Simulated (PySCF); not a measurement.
HO, SMILES `[OH]` (charge 0, multiplicity 2)

These are TPSSh-D3(BJ)/def2-TZVP // TPSS-D3(BJ)/def2-SVP run with PySCF 2.14.0 values and carry that method's errors.

* **highest occupied spin orbital**: -8.07 eV
* **dipole moment**: 0.364 e·Å
* **total energy**: -2061.68 eV
* **cost**: roughly 19 core-seconds

```xyz
2

O      0.4946     0.0000     0.0000
H     -0.4947     0.0000     0.0000
```
Charge 0, spin multiplicity 2.
